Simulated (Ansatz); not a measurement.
# Band transport in Ti$_{3}$Al$_{5}$

Computed with DFT LDA, scalar-relativistic, plane waves, PAW (Ansatz 0.2.0). Plane waves to 420 eV; Γ-centred k mesh 10×10×4; Fermi-Dirac smearing of 0.15 eV. No spin polarisation.

Relaxed structure:
```
Ti Al
1.0
     3.85485    0.00000    0.00000
     0.00000    3.85485    0.00000
     0.00000    0.00000    8.18863
Ti Al
3 5
Direct
  0.00000 0.00000 0.50000
  0.50000 0.50000 0.00000
  0.50000 0.50000 0.50000
  0.00000 0.50000 0.25229
  0.00000 0.50000 0.74771
  0.50000 0.00000 0.25229
  0.50000 0.00000 0.74771
  0.00000 0.00000 0.00000
```

In a metal these results depend on the k mesh and the smearing.

Constant relaxation time and rigid bands. The levels are interpolated over the whole zone and filled by a Fermi function at the stated temperature, with the chemical potential set by the electron count. Seebeck coefficients of a few μV/K are small differences and uncertain even in sign.

Question: Give the Drude plasma energies, the density of states at the chemical potential and σ/τ at 300 K.

Answer:
| Quantity | Value |
| --- | --- |
| Plasma energy xx, yy, zz | 3.73, 3.73, 2.56 eV |
| Density of states (thermally broadened) | 5.38 states/eV/cell |
| Conductivity over τ, xx, yy, zz | 2.8, 2.8, 1.3 ×10²⁰ (Ω·m·s)⁻¹ |

Question: And the Seebeck coefficient (μV/K)?

Answer:
```json
{"T (K)": "300", "Sxx": "0.4", "Syy": "0.4", "Szz": "-10.6"}
{"T (K)": "600", "Sxx": "1.0", "Syy": "1.0", "Szz": "-1.9"}
{"T (K)": "900", "Sxx": "3.9", "Syy": "3.9", "Szz": "11.7"}
```

Whether Ti3Al5 exists in this form wasn't checked.

Cost: 1 run of about 25 core-minutes, on Intel Xeon Processor @ 2.50GHz (Skylake/Cascade Lake) (shared hosts).